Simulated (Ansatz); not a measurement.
Pulling the pair apart

The pair of HCl (SMILES Cl, atoms 1–2) and SiNH₅ (SMILES [SiH3]N, atoms 3–9), both closed shells, in one local arrangement (a lower one may exist), relaxed at PBE0-D4/def2-TZVP:

```xyz
9
angstrom
Cl 1.1523 0.1033 -2.7527
H 0.3820 -0.1219 -1.6862
Si 0.1550 0.3124 1.1066
N -0.6216 -0.4138 -0.2859
H 1.4832 -0.3287 1.2433
H 0.2788 1.7612 0.8245
H -0.6062 0.1273 2.3724
H -1.5141 -0.0178 -0.5526
H -0.7094 -1.4220 -0.2693
```

SiNH₅ is shifted rigidly along the line between the mean atom positions of the two fragments (negative: closer). Counterpoise interaction energies in kJ/mol. Computed with Ansatz 0.2.0 (basis: def2-TZVPPD); correlated methods freeze the cores.

```tsv
shift (Å)	PBE-D4	HF	PBE0-D4
-0.17	-38.3	-3.6	-37.0
-0.09	-40.9	-9.6	-39.4
0.00	-41.6	-13.6	-40.1
0.09	-41.1	-16.2	-39.5
0.21	-38.8	-18.0	-37.3
0.44	-32.7	-18.0	-31.3
0.87	-20.8	-13.6	-20.0
1.75	-7.6	-6.1	-7.4
```

**Question.** What does CCSD(T) give at these shifts? (Judge from chemistry; the value comes from the calculation.)

**Answer.** The calculation gives: -21.2, -25.5, -27.9, -28.9, -28.7, -25.6, -17.4, -6.9 kJ/mol. For zero shift, CCSD(T) at an estimated basis limit (MP2 extrapolated from triple and quadruple zeta, plus CCSD(T) − MP2 in triple zeta) gives -31.8 kJ/mol. These are counterpoise interaction energies, counted from the two frozen fragments.

T1 diagnostic: at most 0.010.

For scale, one of the runs: CCSD(T)/def2-TZVPPD, 238 basis functions, launched by `ansatz run in.yaml --threads 4 --pin off --events-out ev --progress --plain --max-ram 9574MiB`. The run took 19 s on 4 CPU threads of an AMD EPYC 9R45 (shared host), with 4.2 GiB of host memory at its peak.
